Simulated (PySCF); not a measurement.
## Relaxation of singlet Si(OH)₂

Level of theory: PBE0/[Si def2-TZVP, O def2-TZVP, H def2-TZVP], no relativity, density fitting, PySCF. A (50,194) grid was used.

A hand-made linear (heavy-atom frame) start, of C2h symmetry, held to at least that symmetry:

```xyz
5
charge 0 multiplicity 1, angstrom
Si    0.0000    0.0000    0.0000
O     0.0000    0.0000    1.7900
O     0.0000    0.0000   -1.7900
H    -0.7354    0.0000    2.4071
H     0.7354    0.0000   -2.4071
```

Question: What forces act on the atoms at the start (eV/Å)?

Answer: 
| atom | Fx | Fy | Fz |
| --- | --- | --- | --- |
| Si1 | 0.00 | 0.00 | 0.00 |
| O2 | 0.06 | 0.00 | -2.11 |
| O3 | -0.06 | 0.00 | 2.11 |
| H4 | -0.12 | 0.00 | 0.26 |
| H5 | 0.12 | 0.00 | -0.26 |

Question: What does it relax to?

Answer: It ends at D∞h with O–H 0.965 Å (×2), Si–O 1.665 Å (×2); H–O–Si 180.0° (×2), O–Si–O 180.0°. A frequency run shows 2 imaginary modes (one degenerate set), down to 340i cm⁻¹, so it is a higher-order saddle point. Other isomers or separated fragments may lie lower.

Question: How much energy is released, and in how many steps?

Answer: 36.4 kJ/mol in 13 steps.
